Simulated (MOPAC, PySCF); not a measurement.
C$_{3}$H$_{9}$N, SMILES `CN(C)C`, neutral singlet in the gas phase. 

Z-matrix (Å, degrees):
```
N
C 1 1.4384
H 2 1.1014 1 110.22
H 2 1.1014 3 107.71 1 -120.28
H 2 1.1157 3 107.57 4 -115.69
C 1 1.4384 2 112.48 3 -175.25
H 6 1.1014 1 110.22 2 56.48
H 6 1.1014 7 107.71 1 -120.28
H 6 1.1157 7 107.57 8 -115.69
C 1 1.4384 2 112.48 3 56.49
H 10 1.1014 1 110.22 2 -175.24
H 10 1.1014 11 107.71 1 -120.28
H 10 1.1157 11 107.57 12 -115.69
```
Charge 0, spin multiplicity 1.

All levels are single points at this geometry (PBE0-D3(BJ)/def2-SVP); Pople sets use spherical d functions. Orbital energies aren't observables, and empty levels follow the basis.

M06-2X/def2-TZVP in PySCF gives dipole (D) = 0.48.

Task: Estimate the dipole (D) from each of these levels: B3LYP-D3(BJ)/def2-TZVP in PySCF; PBE-D3(BJ)/def2-TZVP in PySCF; B3LYP/3-21G in PySCF; B3LYP/6-311+G** in PySCF; BP86/6-31G* in PySCF; M06-2X/6-31G* in PySCF; SVWN5/6-31G* in PySCF; HF/3-21G in PySCF; HF/6-31G* in PySCF; AM1 in MOPAC; PM6 in MOPAC; PM7 in MOPAC.

Result: 
```tsv
level	dipole (D)
B3LYP-D3(BJ)/def2-TZVP in PySCF	0.38
PBE-D3(BJ)/def2-TZVP in PySCF	0.31
B3LYP/3-21G in PySCF	0.58
B3LYP/6-311+G** in PySCF	0.46
BP86/6-31G* in PySCF	0.39
M06-2X/6-31G* in PySCF	0.52
SVWN5/6-31G* in PySCF	0.40
HF/3-21G in PySCF	0.83
HF/6-31G* in PySCF	0.65
AM1 in MOPAC	1.06
PM6 in MOPAC	1.54
PM7 in MOPAC	1.65
```
